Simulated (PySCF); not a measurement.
Compound: C₃ClFO.
Structure used (PBE0-D3(BJ)/def2-SVP), in Å, numbered top down from 1:
```xyz
6
C3ClFO angstrom
O     -1.0470    1.8423   -0.2190
C     -0.4997    0.7946   -0.0855
C     -0.4661   -0.6128    0.2211
F     -1.0266   -1.7281    0.5707
C      0.6981   -0.0431   -0.1230
Cl     2.3469   -0.2491   -0.3882
```

Level: CAM-B3LYP/def2-SVPD in PySCF, non-relativistic, on one gas-phase PBE0-D3(BJ)/def2-SVP geometry that isn't relaxed in the solvent. The solvent is an IEF-PCM continuum (van der Waals radii × 1.2), and excitations are vertical TDDFT with non-equilibrium linear response and a frozen core. The model holds no explicit solvent molecules, cavitation or dispersion.

Gas-phase singlets (H = HOMO, L = LUMO):

| state | E (eV) | λ (nm) | f | leading configurations |
| --- | --- | --- | --- | --- |
| S1 | 5.487 | 226 | 0.001 | H→L 89%, H→L+3 8% |
| S2 | 6.190 | 200 | 0.001 | H→L+3 88% |
| S3 | 6.221 | 199 | 0.001 | H→L+1 76%, H-1→L 18% |
| S4 | 6.739 | 184 | 0.002 | H-1→L+1 92% |
| S5 | 6.927 | 179 | 0.143 | H-1→L 65%, H→L+1 15% |

Question: What are the lowest 5 singlets in cyclohexane (ε = 2.017)?

Answer: 
```csv
state,E (eV),λ (nm),f,leading configurations,change by rank (eV)
S1,5.589,222,0.001,"H→L 88%, H→L+3 10%",+0.102
S2,6.259,198,0.001,"H→L+3 86%, H→L 9%",+0.069
S3,6.332,196,0.000,"H→L+1 75%, H-1→L 20%",+0.111
S4,6.782,183,0.002,H-1→L+1 91%,+0.043
S5,6.922,179,0.213,"H-1→L 67%, H→L+1 18%",-0.005
```

Question: How does the list change in chloroform (ε = 4.711)?

Answer: 
| state | E (eV) | λ (nm) | f | leading configurations | change by rank (eV) |
| --- | --- | --- | --- | --- | --- |
| S1 | 5.673 | 219 | 0.001 | H→L 86%, H→L+3 12% | +0.186 |
| S2 | 6.319 | 196 | 0.001 | H→L+3 84%, H→L 11% | +0.129 |
| S3 | 6.422 | 193 | 0.001 | H→L+1 73%, H-1→L 22% | +0.201 |
| S4 | 6.830 | 182 | 0.002 | H-1→L+1 91% | +0.091 |
| S5 | 6.970 | 178 | 0.220 | H-1→L 64%, H→L+1 20% | +0.043 |

Question: The ground-state energy changes by -0.158 eV from gas to chloroform. By how much does the total energy of gas-phase S4 change?

Answer: E(S4) = E(S0) + excitation energy, so it changes by -0.158 + 0.091 = -0.067 eV: it is lowered less than the ground state, which is what a blue shift means. This is the vertical state, with the slow part of the continuum still set for S0.

Question: How do the frontier levels move from gas to chloroform?

Answer: 
| orbital | gas (eV) | solvent (eV) | change (eV) | Löwdin shares, gas | Löwdin shares, solvent |
| --- | --- | --- | --- | --- | --- |
| LUMO+2 | 1.23 | 1.48 | +0.25 | Cl6 63 %, C3 12 %, C5 9 %, F4 8 % | Cl6 63 %, C3 10 %, C5 9 %, F4 7 % |
| LUMO+1 | 0.11 | 0.37 | +0.26 | Cl6 30 %, C3 27 %, C5 17 %, C2 12 % | Cl6 29 %, C3 27 %, C5 16 %, C2 14 % |
| LUMO | 0.00 | 0.24 | +0.24 | C5 37 %, C3 29 %, Cl6 16 %, F4 8 % | C5 37 %, C3 28 %, Cl6 16 %, C2 9 % |
| HOMO | -9.42 | -9.42 | 0.00 | O1 51 %, C2 15 %, C5 11 %, C3 10 % | O1 49 %, C2 16 %, C5 11 %, C3 10 % |
| HOMO-1 | -10.07 | -9.94 | +0.13 | O1 26 %, Cl6 22 %, C5 18 %, C3 17 % | Cl6 24 %, O1 24 %, C5 18 %, C3 17 % |
| HOMO-2 | -11.60 | -11.37 | +0.23 | Cl6 64 %, C5 13 %, C3 8 %, F4 5 % | Cl6 65 %, C5 12 %, C3 9 %, F4 5 % |
| HOMO-3 | -12.71 | -12.55 | +0.16 | Cl6 54 %, O1 21 %, C5 13 %, C2 10 % | Cl6 54 %, O1 21 %, C5 15 %, C2 9 % |

The HOMO–LUMO gap goes from 9.42 to 9.66 eV.
